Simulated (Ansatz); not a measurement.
# H₂O+ (doublet): the correlation ladder at distance O1–H2 = 0.891 Å, cc-pVDZ

How much of the correlation energy of H₂O+ (doublet) does each wave-function method recover here?

Method: cc-pVDZ, core rule «outside noble gas», up to 1 orbitals frozen; program: Ansatz 0.2.0, Gaussian basis.

Plan: UHF; CCSD(T) on ROHF; CCSD(T) on UHF; BCCD(T) on ROHF; CISD; CCSDT(Q) on ROHF; CCSDT(Q) on UHF; CASSCF and MRCISD+Q, 3 electrons in 3 orbitals; CASSCF and NEVPT2, 3 electrons in 3 orbitals; CASSCF and MRCISD+Q, 7 electrons in 6 orbitals; CASSCF and NEVPT2, 7 electrons in 6 orbitals; Full CI.

20 further runs of the same task are left out: 16 that didn't finish, 4 set aside as unsound or not needed.

### 1 The system

The geometry derives from a PBE0/def2-TZVP stationary point (not a proven minimum). One bond is set to the value named and the two fragments are kept rigid.

3 atoms, charge 1, spin multiplicity 2.

Atoms are counted from 1 here; the program's logs count them from 0.

Bond lengths: O1–H2 0.891 Å, O1–H3 1.004 Å. Angles: H2–O1–H3 109.8°.

### 2 UHF

File in.yaml:

```yaml
crystal:
  periodic: [false, false, false]
  atoms:
    - {symbol: O, position_ang: [0.000000, -0.060977, -0.005163]}
    - {symbol: H, position_ang: [0.000000, 0.451510, -0.734024]}
    - {symbol: H, position_ang: [0.000000, 0.516394, 0.815977]}
basis:
  gaussian: {orbitals: cc-pVDZ}
total_charge: 1
magnetization: {spin_polarized: true, initial_magnetization: 1}
hamiltonian: {xc: hf}
output: {orbitals: {seedname: orbitals}}
```

Command:

```
> ansatz run in.yaml --threads 1 --pin off --events-out ev --progress --plain --max-ram 2393MiB
```

Further steps of the session: CCSD(T) on ROHF; CCSD(T) on UHF; BCCD(T) on ROHF; CISD; CCSDT(Q) on ROHF; CCSDT(Q) on UHF; CASSCF and MRCISD+Q, 3 electrons in 3 orbitals; CASSCF and NEVPT2, 3 electrons in 3 orbitals; CASSCF and MRCISD+Q, 7 electrons in 6 orbitals; CASSCF and NEVPT2, 7 electrons in 6 orbitals; Full CI.

Q: Predict the results of all the runs planned. Wanted: FCI below the RHF energy; RMP2 from FCI; UMP2 from FCI; RCCSD from FCI; RCCSD(T) from FCI; UCCSD(T) from FCI; RCCSDT(Q) from FCI; UCCSDT(Q) from FCI; NEVPT2 pair from FCI.

As calculated:

| quantity | value |
| --- | --- |
| FCI below the RHF energy | -4.7180 eV |
| RMP2 from FCI | +517.4 meV |
| UMP2 from FCI | +517.8 meV |
| RCCSD from FCI | +68.1 meV |
| RCCSD(T) from FCI | +11.5 meV |
| UCCSD(T) from FCI | +10.6 meV |
| RCCSDT(Q) from FCI | +0.2 meV |
| UCCSDT(Q) from FCI | -0.7 meV |
| NEVPT2 pair from FCI | +442.7 meV |
| MRCISD+Q pair from FCI | +1.9 meV |
| NEVPT2 valence from FCI | +532.6 meV |
| levels within 1 kcal/mol (43 meV) | RCCSD(T), UCCSD(T), BCCD(T), RCCSDT, UCCSDT, RCCSDT(Q), UCCSDT(Q), MRCISD+Q pair, MRCISD+Q valence |
| T1 diagnostic | 0.012 |
| effectively unpaired electrons | 1.01 |

RCCSD(T) misses by +11.5 meV, 0.2 % of the correlation energy. One determinant dominates. Of the multireference levels listed MRCISD+Q valence comes nearest in total energy (-0.2 meV), which doesn't show that its space is the better one. These misses are within one basis, not against nature; the frozen cores of restricted and unrestricted runs differ, which can shift their rows.
